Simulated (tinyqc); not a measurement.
CCSD on RHF in the sto-6g basis, frozen core, for H2O, spin multiplicity 1, step by step. One step of it, computed by the program tinyqc.

Task: Integrals over molecular orbitals. (pq|rs) = sum C_ip C_jq C_kr C_ls (ij|kl), one index at a time.

coefficients C:
```
              MO1        MO2        MO3        MO4       MO5        MO6        MO7
1O 1s    0.996764  -0.223538   0.019308   0.095679  0.000000   0.095358   0.051023
1O 2s    0.015003   0.858611  -0.110047  -0.526783  0.000000  -0.650179  -0.381913
1O 2px   0.000000   0.000000   0.000000   0.000000  1.000000   0.000000   0.000000
1O 2py   0.000383   0.020822   0.625119  -0.071838  0.000000   0.375953  -0.839173
1O 2pz   0.002973   0.117141   0.088888   0.724164  0.000000  -0.710049  -0.348277
2H 1s   -0.003601   0.163860   0.469171   0.256333  0.000000   0.355452   1.075890
3H 1s   -0.002847   0.130708  -0.423507   0.372517  0.000000   0.962133  -0.402110
```

core Hamiltonian H = T + V (hartree), lower triangle:
```
             1O 1s      1O 2s     1O 2px     1O 2py     1O 2pz      2H 1s      3H 1s
1O 1s   -32.964078
1O 2s    -7.286069  -9.181115
1O 2px    0.000000   0.000000  -7.420326
1O 2py   -0.001933  -0.018946   0.000000  -7.534142
1O 2pz   -0.019713  -0.223615   0.000000  -0.011780  -7.521582
2H 1s    -1.673683  -3.595417   0.000000  -1.812271  -1.786547  -5.002666
3H 1s    -1.343218  -3.066033   0.000000   1.603436  -1.584280  -1.552127  -4.673047
```

Two-electron integrals (ij|kl) in chemists' order, unique and non-zero (hartree):
```
(11|11) 4.787491    (21|11) 0.675884    (21|21) 0.121505    (22|11) 1.117379
(22|21) 0.249212    (22|22) 0.817383    (31|31) 0.025762    (32|31) 0.039145
(32|32) 0.180664    (33|11) 1.117381    (33|21) 0.249212    (33|22) 0.817382
(33|33) 0.880663    (41|41) 0.025762    (42|41) 0.039145    (42|42) 0.180664
(43|43) 0.047461    (44|11) 1.117381    (44|21) 0.249212    (44|22) 0.817382
(44|33) 0.785741    (44|44) 0.880663    (51|51) 0.025762    (52|51) 0.039145
(52|52) 0.180664    (53|53) 0.047461    (54|54) 0.047461    (55|11) 1.117381
(55|21) 0.249212    (55|22) 0.817382    (55|33) 0.785741    (55|44) 0.785741
(55|55) 0.880663    (61|11) 0.164537    (61|21) 0.028343    (61|22) 0.056832
(61|33) 0.056709    (61|41) 0.001006    (61|42) 0.001962    (61|44) 0.056904
(61|51) 0.000950    (61|52) 0.001852    (61|54) 0.000184    (61|55) 0.056883
(61|61) 0.006739    (62|11) 0.388733    (62|21) 0.087858    (62|22) 0.317661
(62|33) 0.312469    (62|41) 0.005098    (62|42) 0.037139    (62|44) 0.320707
(62|51) 0.004811    (62|52) 0.035052    (62|54) 0.007776    (62|55) 0.319808
(62|61) 0.020587    (62|62) 0.151681    (63|31) 0.009905    (63|32) 0.055272
(63|43) 0.007714    (63|53) 0.007280    (63|63) 0.021817    (64|11) 0.200197
(64|21) 0.045901    (64|22) 0.177028    (64|33) 0.168984    (64|41) 0.012262
(64|42) 0.074976    (64|44) 0.189015    (64|51) 0.002225    (64|52) 0.018597
(64|54) 0.011625    (64|55) 0.173084    (64|61) 0.011265    (64|62) 0.102799
(64|64) 0.090796    (65|11) 0.188950    (65|21) 0.043323    (65|22) 0.167083
(65|33) 0.159491    (65|41) 0.002225    (65|42) 0.018597    (65|44) 0.163835
(65|51) 0.012005    (65|52) 0.072824    (65|54) 0.011814    (65|55) 0.177922
(65|61) 0.010632    (65|62) 0.097024    (65|64) 0.065104    (65|65) 0.083263
(66|11) 0.521724    (66|21) 0.120102    (66|22) 0.495369    (66|33) 0.475410
(66|41) 0.009308    (66|42) 0.091741    (66|44) 0.507076    (66|51) 0.008785
(66|52) 0.086587    (66|54) 0.029887    (66|55) 0.503618    (66|61) 0.028461
(66|62) 0.295307    (66|64) 0.228725    (66|65) 0.215875    (66|66) 0.774999
(71|11) 0.131832    (71|21) 0.022722    (71|22) 0.045604    (71|33) 0.045506
(71|41) -0.000810   (71|42) -0.001585   (71|44) 0.045661    (71|51) 0.000764
(71|52) 0.001494    (71|54) -0.000146   (71|55) 0.045644    (71|61) 0.005333
(71|62) 0.016048    (71|64) 0.007962    (71|65) 0.008288    (71|66) 0.021916
(71|71) 0.004331    (72|11) 0.328566    (72|21) 0.074346    (72|22) 0.271007
(72|33) 0.266450    (72|41) -0.004341   (72|42) -0.032398   (72|44) 0.273690
(72|51) 0.004091    (72|52) 0.030534    (72|54) -0.006823   (72|55) 0.272881
(72|61) 0.016921    (72|62) 0.108644    (72|64) 0.050028    (72|65) 0.068107
(72|66) 0.178407    (72|71) 0.013986    (72|72) 0.113062    (73|31) 0.008152
(73|32) 0.046249    (73|43) -0.006643   (73|53) 0.006260    (73|63) 0.014975
(73|73) 0.015751    (74|11) -0.175475   (74|21) -0.040260   (74|22) -0.156510
(74|33) -0.149521   (74|41) 0.010195    (74|42) 0.063792    (74|44) -0.166874
(74|51) -0.001925   (74|52) -0.016533   (74|54) 0.010095    (74|55) -0.153134
(74|61) -0.008732   (74|62) -0.052697   (74|64) -0.009702   (74|65) -0.032194
(74|66) -0.076028   (74|71) -0.007910   (74|72) -0.079376   (74|74) 0.070838
(75|11) 0.165378    (75|21) 0.037943    (75|22) 0.147503    (75|33) 0.140916
(75|41) -0.001925   (75|42) -0.016533   (75|44) 0.144751    (75|51) 0.009967
(75|52) 0.061831    (75|54) -0.010256   (75|55) 0.156843    (75|61) 0.009018
(75|62) 0.069696    (75|64) 0.031444    (75|65) 0.057974    (75|66) 0.125836
(75|71) 0.007455    (75|72) 0.074808    (75|74) -0.051917   (75|75) 0.064681
(76|11) 0.152686    (76|21) 0.034930    (76|22) 0.138466    (76|33) 0.134941
(76|41) -0.000064   (76|42) -0.000723   (76|44) 0.137171    (76|51) 0.002948
(76|52) 0.026181    (76|54) -0.000207   (76|55) 0.143286    (76|61) 0.008122
(76|62) 0.067361    (76|64) 0.038813    (76|65) 0.048591    (76|66) 0.138652
(76|71) 0.006526    (76|72) 0.059183    (76|74) -0.036110   (76|75) 0.043886
(76|76) 0.037942    (77|11) 0.480765    (77|21) 0.110810    (77|22) 0.462798
(77|33) 0.444582    (77|41) -0.008177   (77|42) -0.084088   (77|44) 0.473523
(77|51) 0.007706    (77|52) 0.079249    (77|54) -0.027275   (77|55) 0.470288
(77|61) 0.025196    (77|62) 0.195415    (77|64) 0.079191    (77|65) 0.134338
(77|66) 0.346763    (77|71) 0.021045    (77|72) 0.247849    (77|74) -0.198489
(77|75) 0.187067    (77|76) 0.138652    (77|77) 0.774999
```

Give: one-electron integrals over orbitals h = C^T H C; Two-electron integrals over orbitals.

Result:

one-electron integrals over orbitals h = C^T H C (hartree), lower triangle:
```
          1        2        3        4        5        6        7
1  -32.9511
2    0.5686  -7.6701
3   -0.0494   0.0601  -6.2777
4   -0.2384   0.5074  -0.1551  -6.7449
5    0.0000   0.0000   0.0000   0.0000  -7.4203
6   -0.2461   1.1675  -0.6597   1.2123   0.0000  -5.4624
7   -0.1330   0.6384   1.5541   0.2918   0.0000   0.0176  -5.5060
```

Two-electron integrals over orbitals (pq|rs), unique and non-zero (hartree); the lowest 1 orbital is frozen and left out:
```
(22|22) 0.7310     (32|22) 0.0104     (32|32) 0.1371     (33|22) 0.6408
(33|32) -0.0028    (33|33) 0.6250     (42|22) -0.0103    (42|32) 0.0026
(42|33) 0.0009     (42|42) 0.1259     (43|22) 0.0124     (43|32) 0.0185
(43|33) 0.0110     (43|42) -0.0187    (43|43) 0.0545     (44|22) 0.6613
(44|32) -0.0179    (44|33) 0.5880     (44|42) -0.0936    (44|43) 0.0144
(44|44) 0.7254     (52|52) 0.1468     (53|52) -0.0096    (53|53) 0.0295
(54|52) -0.0475    (54|53) 0.0053     (54|54) 0.0522     (55|22) 0.7517
(55|32) -0.0106    (55|33) 0.6271     (55|42) -0.0785    (55|43) 0.0206
(55|44) 0.7008     (55|55) 0.8807     (62|22) -0.1244    (62|32) 0.0209
(62|33) -0.0737    (62|42) -0.0271    (62|43) -0.0132    (62|44) -0.0574
(62|55) -0.1326    (62|62) 0.0921     (63|22) 0.0605     (63|32) 0.0190
(63|33) 0.0431     (63|42) -0.0301    (63|43) 0.0315     (63|44) 0.0426
(63|55) 0.0757     (63|62) -0.0359    (63|63) 0.0745     (64|22) -0.1118
(64|32) -0.0277    (64|33) -0.0509    (64|42) 0.0548     (64|43) -0.0209
(64|44) -0.1229    (64|55) -0.1361    (64|62) 0.0469     (64|63) -0.0569
(64|64) 0.1024     (65|52) -0.0472    (65|53) 0.0115     (65|54) -0.0039
(65|65) 0.0338     (66|22) 0.6085     (66|32) -0.0603    (66|33) 0.5686
(66|42) 0.0440     (66|43) -0.0402    (66|44) 0.5708     (66|55) 0.5943
(66|62) -0.0843    (66|63) -0.0168    (66|64) -0.0223    (66|66) 0.6518
(72|22) -0.0680    (72|32) -0.0387    (72|33) -0.0263    (72|42) 2.64e-04
(72|43) 0.0311     (72|44) -0.0439    (72|55) -0.0727    (72|62) 0.0168
(72|63) 0.0154     (72|64) 0.0295     (72|66) -0.0500    (72|72) 0.0731
(73|22) -0.1295    (73|32) 0.0322     (73|33) -0.0829    (73|42) 0.0755
(73|43) -0.0016    (73|44) -0.1337    (73|55) -0.1759    (73|62) 0.0531
(73|63) -0.0295    (73|64) 0.0736     (73|66) -0.0646    (73|72) 0.0441
(73|73) 0.1478     (74|22) -0.0210    (74|32) 0.0702     (74|33) -0.0146
(74|42) 0.0037     (74|43) 0.0008     (74|44) -0.0362    (74|55) -0.0318
(74|62) 0.0228     (74|63) 0.0258     (74|64) -0.0070    (74|66) -0.0526
(74|72) -0.0047    (74|73) 0.0423     (74|74) 0.0632     (75|52) -0.0255
(75|53) -0.0203    (75|54) 0.0025     (75|65) 0.0053     (75|75) 0.0263
(76|22) 0.0099     (76|32) 0.0582     (76|33) -0.0061    (76|42) 0.0186
(76|43) 0.0341     (76|44) -0.0182    (76|55) -0.0015    (76|62) -0.0157
(76|63) 0.0269     (76|64) -0.0239    (76|66) -0.0424    (76|72) 0.0025
(76|73) 0.0312     (76|74) 0.0301     (76|76) 0.0577     (77|22) 0.6231
(77|32) 0.0713     (77|33) 0.5993     (77|42) -0.0061    (77|43) 0.0426
(77|44) 0.5720     (77|55) 0.6098     (77|62) -0.0633    (77|63) 0.0690
(77|64) -0.0696    (77|66) 0.5124     (77|72) -0.0263    (77|73) -0.0459
(77|74) 0.0326     (77|76) 0.0475     (77|77) 0.6613
```
